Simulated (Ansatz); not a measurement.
**Worked example: correlation energy of Al$_{2}$, triplet**

Geometry: that of the Al2⁻, doublet, kept fixed.

```xyz
2

Al    0.0000    0.0000    0.0000
Al    0.0000    0.0000    2.5380
```

Basis aug-cc-pVTZ; Ansatz 0.2.0. Correlated methods freeze the noble-gas cores, which leaves 6 electrons in 90 orbitals. R marks a restricted (for open shells ROHF) determinant, U an unrestricted one.

Full CI isn't at hand for all of this; UCCSDT(Q) serves as the reference, and is uncertain by about the last step of the cluster series.

The cluster runs stand on a determinant 0.25 eV above the lowest UHF solution, chosen by trial CCSD; the correlation energy below is counted from it.

Runs differ by some tens of microhartree through their thresholds and, for an open shell, their frozen cores, so steps under 0.03 kcal/mol mean nothing.

```
                                 level  total energy (hartree)
UHF determinant under the cluster runs             -483.774219
                                  UMP2             -483.877499
                                 UCCSD             -483.901734
                              UCCSD(T)             -483.911311
                                UCCSDT             -483.913426
                             UCCSDT(Q)             -483.914294
```

Question: What is the correlation energy at UCCSDT(Q), and what share of it do UMP2 and UCCSD(T) recover?

Answer: E(corr) = -483.914294 − (-483.774219) = -0.140075 hartree = -3.812 eV. UMP2: -0.103280 / -0.140075 = 73.73 %. UCCSD(T): -0.137092 / -0.140075 = 97.87 %.

Question: By how many kcal/mol does UCCSD(T) miss UCCSDT(Q) (1 hartree = 627.509 kcal/mol), and which steps make up the rest?

Answer: -483.911311 − (-483.914294) = 0.002983 hartree = 1.87 kcal/mol. Steps: UCCSDT − UCCSD(T) = -1.33, UCCSDT(Q) − UCCSDT = -0.54 kcal/mol. Differences between like states or geometries often cancel part of this.
